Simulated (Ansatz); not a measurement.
**Structure relaxation of KZn3**

All numbers below come from Ansatz, DFT PBE, scalar-relativistic, plane waves, PAW. Cutoff 420 eV, Γ-centred k mesh, Gaussian smearing, no spin polarisation in the final step.

The start puts KZn3 on the sites of a reported Cu3Pd cell (P4/mmm, No. 123), with K in place of Pd, Zn in place of Cu, at a guessed volume.

```xyz
4
Lattice="4.2391 0.0000 0.0000 0.0000 4.2391 0.0000 0.0000 0.0000 4.1956" Properties=species:S:1:pos:R:3 pbc="T T T"
K     0.0000    0.0000    0.0000
Zn    0.0000    2.1196    2.0978
Zn    2.1196    0.0000    2.0978
Zn    2.1196    2.1196    0.0000
```

Cell and atoms relax at zero pressure; the relaxation can't lower the symmetry of the start. After a coarse first stage the cell is made exact in the group found at 0.06 Å.

Formation energies are uncorrected and refer to the elements' standard structures at the same level.

Question: Describe the relaxed structure.

Answer: It ends in Pm-3m (No. 221). The result has the Cu3Au (L1_2) structure. Conventional cell: a = 4.663 Å. K is coordinated by 12 Zn at 3.30 Å; around Zn lie 4 K at 3.30 Å and 8 Zn at 3.30 Å.

```xyz
4
Lattice="4.6632 0.0000 0.0000 0.0000 4.6632 0.0000 0.0000 0.0000 4.6632" Properties=species:S:1:pos:R:3 pbc="T T T"
K     0.0000    0.0000    0.0000
Zn    0.0000    2.3316    2.3316
Zn    2.3316    0.0000    2.3316
Zn    2.3316    2.3316    0.0000
```

Question: What are its volume, energy, density and gap?

Answer: The volume per atom is 25.35 Å³ and the density is 3.85 g/cm³. The energy over the elements is 0.30 eV/atom and the gap on the 10×10×10 mesh is 0 eV (a metal).

The final run used a 10×10×10 mesh on its 4-atom cell and 0.10 eV smearing. The k mesh leaves about 4 meV/atom of noise in metals. Symmetry constrained the relaxation, so the result can be a saddle point.

Cost: 3 runs of about 0.49 core-minutes in all, on Intel Xeon 6975P-C (Granite Rapids) (shared hosts).